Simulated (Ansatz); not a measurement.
# H5Si2: the cost of one run

Method: DFT unrestricted r2SCAN, Gaussian basis def2-TZVPP, and further levels as typed in the inputs, in Ansatz 0.2.0.

**1. The system as given**

Bond lengths: Si1–Si2 2.323 Å, Si1–H3 1.485 Å, Si1–H4 1.485 Å, Si1–H5 1.489 Å, Si2–H6 1.487 Å, Si2–H7 1.487 Å. Angles: Si1–Si2–H6 114.9°, Si1–Si2–H7 114.9°, H6–Si2–H7 110.2°, Si2–Si1–H3 109.2°, Si2–Si1–H4 109.2°, Si2–Si1–H5 112.8°, H3–Si1–H4 108.9°, H3–Si1–H5 108.3°, H4–Si1–H5 108.3°.

As a file:

```xyz
7

Si   -0.9593    0.0743   -0.0550
Si    1.2861   -0.4522    0.2233
H    -1.5959   -0.9492   -0.9227
H    -1.6301    0.0674    1.2701
H    -1.1665    1.4106   -0.6776
H     2.0227    0.4258    1.1705
H     2.0554   -0.6026   -1.0401
```

**2. Batch in weak fields: H5Si2**

It takes final geometries of earlier steps.

input.yaml

```yaml
magnetization:
  spin_polarized: true
  initial_magnetization: 1
hamiltonian:
  xc: r2scan
batch:
  members: [f0p.yaml, f0m.yaml, f1p.yaml, f1m.yaml, f2p.yaml, f2m.yaml]
output:
  forces: true
# f0m.yaml, one of 6 members:
crystal:
  periodic: [false, false, false]
  atoms:
    - { symbol: Si, position_ang: [-0.95929543, 0.074322, -0.05498585] }
    - { symbol: Si, position_ang: [1.28611708, -0.45221593, 0.2232968] }
    - { symbol: H, position_ang: [-1.59593732, -0.94915866, -0.92270674] }
    - { symbol: H, position_ang: [-1.63005694, 0.06744045, 1.27009573] }
    - { symbol: H, position_ang: [-1.16649258, 1.41061925, -0.67760034] }
    - { symbol: H, position_ang: [2.02266265, 0.42578284, 1.17051478] }
    - { symbol: H, position_ang: [2.05538254, -0.60257994, -1.04011438] }
basis:
  gaussian:
    orbitals: def2-TZVPP
    point_charges:
      - { charge: 2.500062, position_ang: [60.001769, -0.003684, -0.0045] }
      - { charge: -2.500062, position_ang: [-59.998231, -0.003684, -0.0045] }
```

Run with:

```sh
$ ansatz run input.yaml --threads 4 --pin off --max-ram 14336MiB --backend cpu --events-out ev --progress --plain --runs-dir out
```

**Question.** How long does this run take on 4 threads of Arm Neoverse N1, shared host, and how much memory does it need?

About 32 s, with a peak of 0.68 GiB.
